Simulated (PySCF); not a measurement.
# CCl4: the cost of one run

Computed with PySCF 2.14.0, with density-fitted response routines of our own, on a single molecule in the gas phase. Atoms count from 0, in the outputs and in this text.

## 1. The molecule as given

5 atoms, charge 0, multiplicity 1; geometry from: MMFF94s. The atoms were then displaced at random by about 0.03 Å, so the start is not that level's minimum.

Bonds of the start (Å): Cl0–C1 1.88, C1–Cl2 1.77, C1–Cl3 1.71, C1–Cl4 1.76.

## 2. Geometry optimisation at PBE0-D3(BJ)/def2-SVP

Job settings and geometry (Å):

```
{"job": {"xc": "PBE0", "basis": "def2-SVP", "d3": "d3bj", "grid": 1, "shake": 0.03, "kind": "geom"}, "charge": 0, "multiplicity": 1}
Cl     1.418790    -1.226980    -0.079080
C     -0.017030    -0.013580    -0.006470
Cl     0.571170     1.658990    -0.031450
Cl    -0.972240    -0.226540    -1.414530
Cl    -0.925830    -0.302370     1.469420
```

Run with:

```
$ OMP_NUM_THREADS=1 python probes_run.py task.json out
```

The driver reads the jobs from task.json and runs them one after another.

Q: Estimate the wall time and peak memory of this first job on 1 thread of Intel Xeon Platinum 8488C, shared host.

About 16 s, with a peak of 0.37 GiB.
